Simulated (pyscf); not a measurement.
This saddle point was located with ωB97X-D3(BJ)/def2-SVP in PySCF.

```xyz
13

Si    -1.8038    -1.1695     0.3941
O     -0.9062    -0.8346    -0.9595
Si     0.0165     0.4270    -1.5304
H     -3.1957    -0.6577     0.2327
H     -1.7983    -2.6488     0.6002
H     -0.7829     1.6855    -1.5481
H      1.2122     0.6260    -0.6625
H      0.4523     0.0911    -2.9110
F     -0.2500     2.5194     1.3217
C     -0.1698     1.5845     2.2379
F     -0.8290     1.9175     3.3180
F      1.0758     1.2861     2.5076
F     -0.9003     0.2175     1.6060
```
Charge 0, spin multiplicity 2.

Surface: doublet, charge 0. Lowest wavenumbers (cm⁻¹): 1042i, 17, 50, 55, 62.

Task: Name the species on either side of this saddle.

Result: •H₂Si–O–SiH₃ + F–C(F)(F)–F ⇌ F–SiH₂–O–SiH₃ + F–C•(F)–F, an atom transfer read from left to right: C–F broken and F–Si formed. At ωB97M-D3(BJ)/def2-TZVP it lies +33.6 kcal/mol from the left side and +62.0 kcal/mol from the right (each side as separated species at their lowest minima found). This is the saddle that the search found; another between the same sides may lie lower. The angle at the transferred F is 165°.
